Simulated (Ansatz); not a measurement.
Input for Ansatz (development build ahead of 0.2.0):

```yaml
crystal:
  periodic: [false, false, false]
  atoms:
    - { symbol: C, position_ang: [-0.01404, -0.0452, -0.62039] }
    - { symbol: C, position_ang: [-0.01922, -0.04322, 0.62047] }
    - { symbol: H, position_ang: [-0.02913, -0.03164, -1.65375] }
    - { symbol: H, position_ang: [0.02894, 0.03383, 1.70201] }
basis:
  gaussian: { orbitals: cc-pVTZ }
hamiltonian:
  xc: hf
correlation:
  method: mp2
  frozen_orbitals: { C: 1, H: 0 }
```

The input is written out in the form of the current development build from the run's settings.

Results

```
Converged                       : yes
Reference energy                : -76.84169 hartree
Correlation energy              : -0.31480 hartree
Total energy                    : -77.15649 hartree
Spin squared of the determinant : 0.000
```
